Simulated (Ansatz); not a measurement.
Reaction (SMILES): FCF → F[CH]F + H atom
B3LYP-D3(BJ)/def2-TZVP geometries, fixed; electronic energies without zero-point terms.

Basis-set convergence of the bond dissociation energy at HF with Ansatz (a quantum-chemistry and plane-wave program). All functions are spherical. Open shells are unrestricted. No added dispersion term, no relativity. Functions are those of the species that has most. Reference: the value in aug-pcseg-3, 84.21 kcal/mol, itself unsure by roughly 0.10 kcal/mol (its mean distance from aug-cc-pVQZ, cc-pV5Z, def2-QZVPPD). Deviations are taken from unrounded values.

```json
[
 {"basis": "3-21G", "functions": "31", "bond dissociation energy (kcal/mol)": "83.98", "minus reference (kcal/mol)": "-0.23"},
 {"basis": "6-31G", "functions": "31", "bond dissociation energy (kcal/mol)": "85.82", "minus reference (kcal/mol)": "1.61"},
 {"basis": "def2-SV(P)", "functions": "46", "bond dissociation energy (kcal/mol)": "82.99", "minus reference (kcal/mol)": "-1.21"},
 {"basis": "def2-SVP", "functions": "52", "bond dissociation energy (kcal/mol)": "84.64", "minus reference (kcal/mol)": "0.43"},
 {"basis": "aug-cc-pVDZ", "functions": "87", "bond dissociation energy (kcal/mol)": "84.82", "minus reference (kcal/mol)": "0.62"},
 {"basis": "aug-pcseg-1", "functions": "87", "bond dissociation energy (kcal/mol)": "86.49", "minus reference (kcal/mol)": "2.29"},
 {"basis": "6-311++G(2d,2p)", "functions": "101", "bond dissociation energy (kcal/mol)": "84.87", "minus reference (kcal/mol)": "0.67"},
 {"basis": "pcseg-2", "functions": "118", "bond dissociation energy (kcal/mol)": "84.47", "minus reference (kcal/mol)": "0.26"},
 {"basis": "def2-TZVPP", "functions": "121", "bond dissociation energy (kcal/mol)": "84.20", "minus reference (kcal/mol)": "-0.01"},
 {"basis": "def2-TZVPD", "functions": "135", "bond dissociation energy (kcal/mol)": "83.98", "minus reference (kcal/mol)": "-0.22"},
 {"basis": "jun-cc-pV(T+d)Z", "functions": "145", "bond dissociation energy (kcal/mol)": "84.25", "minus reference (kcal/mol)": "0.04"},
 {"basis": "def2-TZVPPD", "functions": "151", "bond dissociation energy (kcal/mol)": "84.19", "minus reference (kcal/mol)": "-0.01"},
 {"basis": "aug-cc-pVTZ", "functions": "184", "bond dissociation energy (kcal/mol)": "84.32", "minus reference (kcal/mol)": "0.11"},
 {"basis": "aug-pcseg-2", "functions": "184", "bond dissociation energy (kcal/mol)": "84.35", "minus reference (kcal/mol)": "0.14"},
 {"basis": "cc-pVQZ", "functions": "225", "bond dissociation energy (kcal/mol)": "84.17", "minus reference (kcal/mol)": "-0.03"},
 {"basis": "pcseg-3", "functions": "246", "bond dissociation energy (kcal/mol)": "84.24", "minus reference (kcal/mol)": "0.03"},
 {"basis": "aug-cc-pVQZ", "functions": "332", "bond dissociation energy (kcal/mol)": "84.12", "minus reference (kcal/mol)": "-0.08"},
 {"basis": "cc-pV5Z", "functions": "383", "bond dissociation energy (kcal/mol)": "84.12", "minus reference (kcal/mol)": "-0.09"}
]
```
